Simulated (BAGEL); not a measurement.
# CH5BN− (SMILES [BH3-]N=C): levels of theory compared

Aim: a comparison of 3 runs (HF/3-21G, HF/6-31G*, HF/aug-cc-pVDZ) of CH5BN−. 

Program for the calculation: BAGEL 1.2.2.

## 1. The structure to begin with

CH5BN− has 8 atoms, charge -1, and is taken as a singlet. SMILES: `[BH3-]N=C`. The B1–H6 distance was set to 1.411 Å, away from the relaxed value.

Bond lengths: B1–N2 1.547 Å, N2–C3 1.237 Å, B1–H4 1.227 Å, B1–H5 1.222 Å, C3–H7 1.118 Å, C3–H8 1.106 Å. Angles: B1–N2–C3 122.9°, N2–B1–H4 109.8°, N2–B1–H5 108.3°, N2–C3–H7 126.8°, N2–C3–H8 120.8°, H4–B1–H5 110.1°, H7–C3–H8 112.4°.

## 2. The energy at HF/3-21G (density fitting with qzvpp-jkfit) (run 1)

File input.json:

```json
{ "bagel": [

{
  "title": "molecule",
  "basis": "3-21g",
  "df_basis": "qzvpp-jkfit",
  "angstrom": true,
  "geometry": [
    { "atom": "B", "xyz": [    0.250475,    1.052881,    0.154907 ] },
    { "atom": "N", "xyz": [    0.761665,   -0.323119,   -0.332363 ] },
    { "atom": "C", "xyz": [    0.006725,   -1.272969,   -0.572693 ] },
    { "atom": "H", "xyz": [   -0.538585,    1.516091,   -0.663133 ] },
    { "atom": "H", "xyz": [    1.211965,    1.797591,    0.278187 ] },
    { "atom": "H", "xyz": [   -0.400090,    0.897810,    1.397340 ] },
    { "atom": "H", "xyz": [   -1.107485,   -1.282339,   -0.480183 ] },
    { "atom": "H", "xyz": [    0.409455,   -2.244319,   -0.916733 ] }
  ]
},
{ "title": "hf", "charge": -1 },
{ "title": "print", "file": "orbitals.molden", "orbitals": true }

]}
```

Launch:

```sh
BAGEL_NUM_THREADS=1 BAGEL input.json > input.out
```

Output:

```text
* using 1 threads per process

  ===============================================================
  ===============================================================

  *** Geometry ***

  { "atom" : "B", "xyz" : [      0.473329,      1.989657,      0.292732 ] },
  { "atom" : "N", "xyz" : [      1.439338,     -0.610606,     -0.628075 ] },
  { "atom" : "C", "xyz" : [      0.012708,     -2.405563,     -1.082233 ] },
  { "atom" : "H", "xyz" : [     -1.017778,      2.864997,     -1.253140 ] },
  { "atom" : "H", "xyz" : [      2.290282,      3.396955,      0.525697 ] },
  { "atom" : "H", "xyz" : [     -0.756061,      1.696615,      2.640590 ] },
  { "atom" : "H", "xyz" : [     -2.092843,     -2.423270,     -0.907414 ] },
  { "atom" : "H", "xyz" : [      0.773758,     -4.241148,     -1.732374 ] },

  Number of auxiliary basis functions:      317

  Since a DF basis is specified, we compute 2- and 3-index integrals:
    o Being stored without compression. Storage requirement is 0.003 GB

  Number of basis functions:       37
  Number of electrons      :       23

    * METHOD: MOLECULE                             0.07

  *** RHF ***

  === Nuclear Repulsion ===
    63.4803714929

      * DIIS with orbital gradients will be used.

  === RHF iteration (3-21g) ===
      0       -119.05379760          0.03280558           0.01
      1       -119.13288901          0.02215867           0.01
      2       -119.18296311          0.00331975           0.01
      3       -119.18518690          0.00109899           0.01
      4       -119.18551205          0.00041897           0.01
      5       -119.18559122          0.00009972           0.01
      6       -119.18559330          0.00002131           0.01
      7       -119.18559340          0.00000513           0.01
      8       -119.18559341          0.00000220           0.01
      9       -119.18559342          0.00000088           0.01
     10       -119.18559342          0.00000051           0.01
     11       -119.18559342          0.00000023           0.01
     12       -119.18559342          0.00000007           0.01
     13       -119.18559342          0.00000001           0.01
     14       -119.18559342          0.00000000           0.01
    * SCF iteration converged.

    * Permanent dipole moment:
           (    0.293213,     1.657285,     0.689224) a.u.

    * METHOD: HF                                   0.16

    * METHOD: PRINT                                0.00

  ===============================================================
```

It took 0.5 s on 1 thread of Intel Xeon Platinum 8375C at 2.90GHz (Ice Lake), shared host.

## 3. A single-point energy at HF/6-31G(d) (density fitting with qzvpp-jkfit, spherical functions) (run 2)

File input.json:

```json
{ "bagel" : [

{
  "title" : "molecule",
  "basis" : "6-31gs.json",
  "df_basis" : "qzvpp-jkfit",
  "angstrom" : true,
  "geometry" : [
    { "atom" : "B", "xyz" : [    0.250475,    1.052881,    0.154907 ] },
    { "atom" : "N", "xyz" : [    0.761665,   -0.323119,   -0.332363 ] },
    { "atom" : "C", "xyz" : [    0.006725,   -1.272969,   -0.572693 ] },
    { "atom" : "H", "xyz" : [   -0.538585,    1.516091,   -0.663133 ] },
    { "atom" : "H", "xyz" : [    1.211965,    1.797591,    0.278187 ] },
    { "atom" : "H", "xyz" : [   -0.400090,    0.897810,    1.397340 ] },
    { "atom" : "H", "xyz" : [   -1.107485,   -1.282339,   -0.480183 ] },
    { "atom" : "H", "xyz" : [    0.409455,   -2.244319,   -0.916733 ] }
  ]
},
{ "title" : "hf", "charge" : -1 },
{ "title" : "print", "file" : "orbitals.molden", "orbitals" : true }

]}
```

The basis set 6-31G* is read from a file made from the Basis Set Exchange's data (not shown).

Launch:

```sh
BAGEL_NUM_THREADS=1 BAGEL input.json > input.out
```

Output:

```text
* using 1 threads per process

  ===============================================================
  ===============================================================

  *** Geometry ***

  { "atom" : "B", "xyz" : [      0.473329,      1.989657,      0.292732 ] },
  { "atom" : "N", "xyz" : [      1.439338,     -0.610606,     -0.628075 ] },
  { "atom" : "C", "xyz" : [      0.012708,     -2.405563,     -1.082233 ] },
  { "atom" : "H", "xyz" : [     -1.017778,      2.864997,     -1.253140 ] },
  { "atom" : "H", "xyz" : [      2.290282,      3.396955,      0.525697 ] },
  { "atom" : "H", "xyz" : [     -0.756061,      1.696615,      2.640590 ] },
  { "atom" : "H", "xyz" : [     -2.092843,     -2.423270,     -0.907414 ] },
  { "atom" : "H", "xyz" : [      0.773758,     -4.241148,     -1.732374 ] },

  Number of auxiliary basis functions:      317

  Since a DF basis is specified, we compute 2- and 3-index integrals:
    o Being stored without compression. Storage requirement is 0.007 GB

  Number of basis functions:       52
  Number of electrons      :       23

    * METHOD: MOLECULE                             0.09

  *** RHF ***

  === Nuclear Repulsion ===
    63.4803714929

      * DIIS with orbital gradients will be used.

  === RHF iteration (6-31gs.json) ===
      0       -119.64126681          0.03185732           0.01
      1       -119.76607711          0.02240010           0.01
      2       -119.85656662          0.00305620           0.01
      3       -119.85936049          0.00103845           0.01
      4       -119.85971929          0.00036168           0.02
      5       -119.85981605          0.00012807           0.02
      6       -119.85982428          0.00003739           0.01
      7       -119.85982482          0.00000600           0.01
      8       -119.85982484          0.00000335           0.02
      9       -119.85982485          0.00000098           0.01
     10       -119.85982485          0.00000046           0.01
     11       -119.85982485          0.00000023           0.02
     12       -119.85982485          0.00000008           0.01
     13       -119.85982485          0.00000003           0.02
     14       -119.85982485          0.00000001           0.01
    * SCF iteration converged.

    * Permanent dipole moment:
           (    0.254712,     1.705715,     0.729869) a.u.

    * METHOD: HF                                   0.31

    * METHOD: PRINT                                0.01

  ===============================================================
```

It took 0.69 s on 1 thread of Intel Xeon Platinum 8375C at 2.90GHz (Ice Lake), shared host.

## 4. A single-point energy at HF/aug-cc-pVDZ (density fitting with qzvpp-jkfit) (run 3)

File calc.json:

```json
{ "bagel" : [

{
  "title" : "molecule",
  "basis" : "aug-cc-pvdz.json",
  "df_basis" : "qzvpp-jkfit",
  "angstrom" : true,
  "geometry" : [
    { "atom" : "B", "xyz" : [       0.250475,       1.052881,       0.154907 ] },
    { "atom" : "N", "xyz" : [       0.761665,      -0.323119,      -0.332363 ] },
    { "atom" : "C", "xyz" : [       0.006725,      -1.272969,      -0.572693 ] },
    { "atom" : "H", "xyz" : [      -0.538585,       1.516091,      -0.663133 ] },
    { "atom" : "H", "xyz" : [       1.211965,       1.797591,       0.278187 ] },
    { "atom" : "H", "xyz" : [      -0.400090,       0.897810,       1.397340 ] },
    { "atom" : "H", "xyz" : [      -1.107485,      -1.282339,      -0.480183 ] },
    { "atom" : "H", "xyz" : [       0.409455,      -2.244319,      -0.916733 ] }
  ]
},

{ "title" : "hf", "charge" : -1 },

{ "title" : "print", "file" : "orbitals.molden", "orbitals" : true }

]}
```

The basis set aug-cc-pVDZ is read from a file made from the Basis Set Exchange's data (not shown).

Launch:

```sh
BAGEL_NUM_THREADS=1 BAGEL calc.json > calc.out
```

Output:

```text
* using 1 threads per process

  ===============================================================
  ===============================================================

  *** Geometry ***

  { "atom" : "B", "xyz" : [      0.473329,      1.989657,      0.292732 ] },
  { "atom" : "N", "xyz" : [      1.439338,     -0.610606,     -0.628075 ] },
  { "atom" : "C", "xyz" : [      0.012708,     -2.405563,     -1.082233 ] },
  { "atom" : "H", "xyz" : [     -1.017778,      2.864997,     -1.253140 ] },
  { "atom" : "H", "xyz" : [      2.290282,      3.396955,      0.525697 ] },
  { "atom" : "H", "xyz" : [     -0.756061,      1.696615,      2.640590 ] },
  { "atom" : "H", "xyz" : [     -2.092843,     -2.423270,     -0.907414 ] },
  { "atom" : "H", "xyz" : [      0.773758,     -4.241148,     -1.732374 ] },

  Number of auxiliary basis functions:      317

  Since a DF basis is specified, we compute 2- and 3-index integrals:
    o Being stored without compression. Storage requirement is 0.033 GB

  Number of basis functions:      114
  Number of electrons      :       23

    * METHOD: MOLECULE                             0.21

  *** RHF ***

  === Nuclear Repulsion ===
    63.4803714929

      * DIIS with orbital gradients will be used.

  === RHF iteration (aug-cc-pvdz.json) ===
      0       -119.23552934          0.03385787           0.04
      1       -118.23081998          0.05791468           0.04
      2       -119.85772312          0.00709987           0.04
      3       -119.88300703          0.00212390           0.04
      4       -119.88555482          0.00071581           0.04
      5       -119.88600120          0.00023138           0.04
      6       -119.88608410          0.00006984           0.04
      7       -119.88609051          0.00002576           0.04
      8       -119.88609116          0.00000744           0.04
      9       -119.88609122          0.00000210           0.04
     10       -119.88609123          0.00000089           0.04
     11       -119.88609123          0.00000040           0.04
     12       -119.88609123          0.00000024           0.04
     13       -119.88609123          0.00000010           0.04
     14       -119.88609123          0.00000004           0.04
     15       -119.88609123          0.00000001           0.04
     16       -119.88609123          0.00000001           0.04
    * SCF iteration converged.

    * Permanent dipole moment:
           (    0.268787,     1.767380,     0.770088) a.u.

    * METHOD: HF                                   0.82

    * METHOD: PRINT                                0.02

  ===============================================================
```

Wall time 1.3 s (1 thread of Intel Xeon Platinum 8375C at 2.90GHz (Ice Lake), shared host); peak memory 0.099 GiB.

## 5. Overview of the runs

```tsv
run	level	energy (Eh)	HOMO energy (eV)	LUMO energy (eV)	HOMO–LUMO gap (eV)	wall time
1	HF/3-21G (density fitting with qzvpp-jkfit)	-119.185593	-3.72	10.31	14.03	0.5 s
2	HF/6-31G* (density fitting with qzvpp-jkfit, spherical functions)	-119.859825	-3.89	10.08	13.96	0.69 s
3	HF/aug-cc-pVDZ (density fitting with qzvpp-jkfit)	-119.886091	-4.26	3.82	8.09	1.3 s
```

## 6. What came out

```
                                                    quantity          value
                                         run 3: total energy  -119.88609 Eh
                                          run 3: HOMO energy       -4.26 eV
                                          run 3: LUMO energy        3.82 eV
run 3: HOMO–LUMO gap (to an unbound level, set by the basis)        8.09 eV
```

The HOMO–LUMO gap runs from 8.09 eV (HF/aug-cc-pVDZ) to 14.03 eV (HF/3-21G). The empty levels of an anion lie above zero and hang on the basis. All runs together took 2.5 s, the longest 1.3 s.
